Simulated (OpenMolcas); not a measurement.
## AlClO (SMILES [O]=[Al][Cl]): the energy, rung by rung

AlClO: 3 atoms, total charge 0, spin state singlet. SMILES: `[O]=[Al][Cl]`. Geometry: a GFN2-xTB relaxation, a rough one for these elements and not checked as a minimum.

```xyz
3

O     0.1075    1.6943    0.2460
Al    0.0093    0.1472    0.0214
Cl   -0.1168   -1.8415   -0.2673
```

Each level gives the energy change with the Al2–Cl3 bond stretched from 2.014 to 4.027 Å (eV). The values are calculated.

```
                     level                   kind     program  value (eV)  less FCI/STO-3G  CPU time (all runs)
    HF/STO-3G (restricted)           Hartree–Fock  OpenMolcas        6.56            +2.18                3.5 s
 PBE/STO-3G (unrestricted)                    GGA  OpenMolcas        4.33            -0.05                 33 s
 B3LYP/STO-3G (restricted)          global hybrid  OpenMolcas        4.93            +0.55                8.9 s
B2PLYP/STO-3G (restricted)          double hybrid  OpenMolcas        4.77            +0.39                 10 s
   MP2/STO-3G (restricted)    perturbation theory  OpenMolcas        5.66            +1.28                3.4 s
  CISD/STO-3G (restricted)  coupled cluster or CI  OpenMolcas        5.34            +0.96                3.6 s
                FCI/STO-3G     exact in the basis  OpenMolcas        4.38             0.00                 68 s
```

FCI/STO-3G is exact within its basis and frozen core, so for wave-function methods in that basis the difference is their error; functionals converge differently with the basis, so for them it is only a difference. Spin-restricted single references rise too steeply as a bond breaks, Hartree–Fock most of all. The first shape isn't each level's own minimum. The values span 4.33 to 6.56 eV. Spin contamination of the reference (⟨S²⟩ at least 0.1 too high) touches PBE/STO-3G. All rows use very small basis sets, so even the best lies far from the true value. Times are those of the runs behind each value, whatever else they computed, on shared processors of several kinds: orders of magnitude only.
